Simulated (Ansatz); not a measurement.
Molecule (SMILES): C[S] (CH3-S), doublet.
Atoms: C1, S2, H3, H4, H5. Bonds: C1-S2, C1-H3, C1-H4, C1-H5.

How fast the optimised C1-H3 bond length converges with the basis for several methods (Ansatz, a program for electronic structure): deviation from each method's own reference, in Å. References: B3LYP 1.0937 Å, the value in pcseg-3; HF 1.0826 Å, the value in pcseg-3; MP2 1.0889 Å, the value in pcseg-3; PBE 1.1037 Å, the value in pcseg-3. Cartesian d functions, on some or all atoms, in 6-31+G*, 6-311+G**; all else is spherical. In correlated methods cores are frozen. Open shells are unrestricted. No added dispersion term, no relativity. The reference of a correlated method is not its basis-set limit, which lies further on.

```csv
basis,functions,B3LYP,HF,MP2,PBE
STO-3G,17,0.0102,0.0045,…,0.0065
6-31G,28,0.0027,-0.0013,…,0.0022
pcseg-0,28,0.0050,0.0008,…,0.0057
pcseg-1,47,0.0077,0.0033,…,0.0065
6-31+G*,48,0.0058,0.0025,…,0.0051
6-311+G**,71,0.0029,0.0027,…,0.0022
aug-pcseg-1,77,0.0078,0.0050,…,0.0068
aug-cc-pV(D+d)Z,82,0.0099,0.0086,…,0.0086
def2-TZVPD,110,0.0017,0.0016,…,0.0014
def2-TZVPP,115,0.0009,0.0008,…,0.0005
def2-QZVPP,217,0.0000,0.0002,…,0.0000
pcseg-3,223,0.0000,0.0000,…,0.0000
```

Fill in the missing entries.


- STO-3G, MP2: 0.0167
- 6-31G, MP2: 0.0088
- pcseg-0, MP2: 0.0087
- pcseg-1, MP2: 0.0070
- 6-31+G*, MP2: 0.0075
- 6-311+G**, MP2: 0.0070
- aug-pcseg-1, MP2: 0.0087
- aug-cc-pV(D+d)Z, MP2: 0.0156
- def2-TZVPD, MP2: 0.0057
- def2-TZVPP, MP2: 0.0024
- def2-QZVPP, MP2: 0.0018
- pcseg-3, MP2: 0.0000

Mean absolute deviation over 6-311+G**, def2-TZVPD, def2-TZVPP: PBE 0.0014, HF 0.0017, B3LYP 0.0018, MP2 0.0050 Å.
